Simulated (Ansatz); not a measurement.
Input (CCSDT(Q)/cc-pVDZ; Ansatz, a first-principles code):

Ansatz 0.2 input:
```yaml
crystal:
  periodic: [false, false, false]
  atoms:
    - {symbol: C, position_ang: [-0.00000000, -0.00000000, -0.62165074]}
    - {symbol: C, position_ang: [0.00000000, 0.00000000, 0.62165074]}
    - {symbol: H, position_ang: [0.00000000, 0.00000000, 1.70119702]}
    - {symbol: H, position_ang: [-0.00000000, -0.00000000, -1.70119702]}
basis:
  gaussian:
    orbitals: cc-pVDZ
total_charge: 1
magnetization: {spin_polarized: true, initial_magnetization: 1}
correlation: {method: ccsdt_q, electrons: outside_noble_gas}
```

Output:

```
Functional definition: HF
integrals: 0.02 GiB planned
655 factors; integrals over basis functions are off by at most 9.6e-8 eV
mean field: 0.08 GiB planned
mean field evaluation 1: about -2079.7414 eV, gradient 1.3e1 eV
mean field evaluation 2: about -2079.7429 eV, gradient 1.3e1 eV
mean field evaluation 4: about -2080.7971 eV, gradient 7.7e-1 eV
mean field evaluation 8: about -2080.8021 eV, gradient 4.4e-5 eV
mean field evaluation 16: about -2080.8019 eV, gradient 1.4e-1 eV
mean field evaluation 32: about -2080.7887 eV, gradient 2.8e-1 eV
mean field -2080.80213805 eV, -76.4680681551 hartree, gradient 1.3e-6 eV, S^2 0.754123; 4 other end points of the search recorded, 0 dependent functions left out
2 core orbitals not correlated
reference -2080.80213805 eV, -76.4680681551 hartree; 5, 4 occupied and 31, 32 virtual orbitals, 655 factors
second order -5.51110999 eV of doubles, -0.00000000 eV of singles
coupled cluster: 0.22 GiB planned
cycle   1  -5.99124672 eV  change   -4.8e-1 eV  update   6.7e-2
cycle   2  -6.37065090 eV  change   -3.8e-1 eV  update   2.9e-2
cycle   3  -6.47315896 eV  change   -1.0e-1 eV  update   1.2e-2
cycle   4  -6.46675297 eV  change    6.4e-3 eV  update   3.7e-3
cycle   5  -6.46886188 eV  change   -2.1e-3 eV  update   1.2e-3
cycle   6  -6.46964841 eV  change   -7.9e-4 eV  update   5.5e-4
cycle   7  -6.46938082 eV  change    2.7e-4 eV  update   1.6e-4
cycle   8  -6.46939444 eV  change   -1.4e-5 eV  update   6.6e-5
cycle   9  -6.46941900 eV  change   -2.5e-5 eV  update   2.3e-5
cycle  10  -6.46939370 eV  change    2.5e-5 eV  update   8.9e-6
cycle  11  -6.46940156 eV  change   -7.9e-6 eV  update   3.7e-6
cycle  12  -6.46940365 eV  change   -2.1e-6 eV  update   1.2e-6
cycle  13  -6.46940514 eV  change   -1.5e-6 eV  update   5.1e-7
cycle  14  -6.46940542 eV  change   -2.8e-7 eV  update   1.9e-7
perturbative correction -0.01744233 eV, -0.0006409938 hartree
Total energy: -2087.28898580 eV, -76.7064554130 hartree
```
